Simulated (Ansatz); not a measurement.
Basis-set extrapolation for C3H5NO, SMILES `CC1(O)C=N1` (PBE0-D4/def2-TZVP geometry, frozen core, the Gaussian-basis code of Ansatz). Multiplicity 1, RHF reference.

```tsv
	def2-TZVPP	def2-QZVPP
HF	-245.845352	-245.856686
MP2 correlation	-0.927607	-0.992027
CCSD(T) correlation	-0.991394	not run
```

Energies in hartree. Use E(X) = E(∞) + A·exp(−7.88·√X) for Hartree–Fock and E(X) = E(∞) + B·X^(−2.97) for correlation, with X = 3 and 4, and add CCSD(T) minus MP2 of the smaller set to the MP2 limit.

Question: What is the CCSD(T) energy at the basis-set limit?

Answer: HF limit: -245.856686 + (-0.011334) × 0.13774 = -245.85825. MP2 limit: -0.992027 + (-0.064420) × 0.74074 = -1.03975. Higher-order term: -0.991394 − (-0.927607) = -0.06379. Total: -246.96179 hartree, 78.5 kcal/mol below CCSD(T)/def2-TZVPP.
